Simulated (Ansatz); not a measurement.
Frontier orbitals of `C=CCl`.

Total charge 0; spin multiplicity 1. All single points use the PBE0-D4/def2-TZVP geometry. Basis def2-TZVPP, the Gaussian-basis code of Ansatz.

```json
{"functional": "PBE", "HOMO (eV)": "-6.39", "LUMO (eV)": "-1.27", "gap (eV)": "5.12"}
{"functional": "PBE0", "HOMO (eV)": "-7.57", "LUMO (eV)": "-0.26", "gap (eV)": "7.31"}
{"functional": "HSE06 (plane-wave form)", "HOMO (eV)": "-7.16", "LUMO (eV)": "-0.65", "gap (eV)": "6.51"}
{"functional": "ωB97M-V", "HOMO (eV)": "-9.77", "LUMO (eV)": "1.89", "gap (eV)": "11.66"}
{"functional": "HF", "HOMO (eV)": "-10.12", "LUMO (eV)": "3.55", "gap (eV)": "13.67"}
```

Q: What is the vertical ionisation energy at frozen-core CCSD(T)/CBS(def2)? (Estimate.)

A: Ansatz gave: 10.26 eV (T1 of the cation 0.034).

Against PBE, PBE0 changes HOMO and LUMO by −1.17 and +1.01 eV, ωB97M-V by −3.37 and +3.16 eV. A gap of 5.12 eV thus becomes 11.65 eV for the same molecule, so an orbital gap means little without its functional. A positive LUMO is unbound and depends on the basis. −ε(HOMO) differs from that ionisation energy by −3.86 eV with PBE and −0.49 eV with ωB97M-V.
